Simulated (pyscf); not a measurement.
HO–SiH₂–F + H• → HO–SiH•–F + H₂ (hydrogen abstraction; doublet surface; H–Si broken, H–H formed). Structures and frequencies: ωB97X-D3(BJ)/def2-SVP in PySCF. Rate constants from transition-state theory, ωB97M-D3(BJ)/def2-TZVP energies (ideal gas, 1 atm, RRHO with modes under 100 cm⁻¹ raised to 100, one conformer, R ln 2 for chiral ones without a mode under 150 cm⁻¹; no tunnelling), k in cm³ molecule⁻¹ s⁻¹.

```json
[
 {"T (K)": "298", "1000/T": "3.354", "log10 k": "-14.77"},
 {"T (K)": "600", "1000/T": "1.667", "log10 k": "-12.36"},
 {"T (K)": "900", "1000/T": "1.111", "log10 k": "?"},
 {"T (K)": "1200", "1000/T": "0.833", "log10 k": "-10.89"}
]
```

Fit an Arrhenius line to the three values, give the activation energy, and predict k at 900 K.

Least squares gives log10 k = -9.70 − 1.52 × 1000/T, so Ea = 1.52 × ln 10 × 1.987 = 7.0 kcal/mol, against an electronic barrier of 6.8. At 900 K the line gives -11.39; the computed value is -11.43 (ΔG‡ = 23.8 kcal/mol), close to the line. This is the saddle that the search found; another between the same sides may lie lower. The angle at the transferred H is 176°.
